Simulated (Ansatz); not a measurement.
Rock-salt TiN

All values below come from PBE0 (PAW; Ansatz, a quantum-chemistry and plane-wave program).

Numerical settings: plane-wave cutoff 460 eV, 12×12×12 k mesh, Fermi–Dirac smearing 0.05 eV, no spin polarisation, scalar-relativistic PAW data made under PBE.

Cell (relaxed at this level):

```xyz
2
Lattice="0.0000 2.1030 2.1030 2.1030 0.0000 2.1030 2.1030 2.1030 0.0000" Properties=species:S:1:pos:R:3 pbc="T T T"
Ti     0.0000     0.0000     0.0000
N      2.1030     2.1030     2.1030
```

| Quantity | Result |
|---|---|
| bulk modulus | 314 GPa |
| pressure derivative B′ of the bulk modulus | 4.2 |

Measured, for comparison: bulk modulus 288 GPa (temperature not stated, not corrected to a static lattice; as tabulated in Krasnenko and Brik (2013), arXiv:1306.3139). Computed (rounded) less measured: bulk modulus +9 %. A static lattice is as a rule a little smaller and stiffer than an uncorrected measurement, which can account for part of this.

Note: the run has no spin polarisation, so it can have missed a magnetic state.

Cost on a shared machine: very roughly 40 core-minutes.
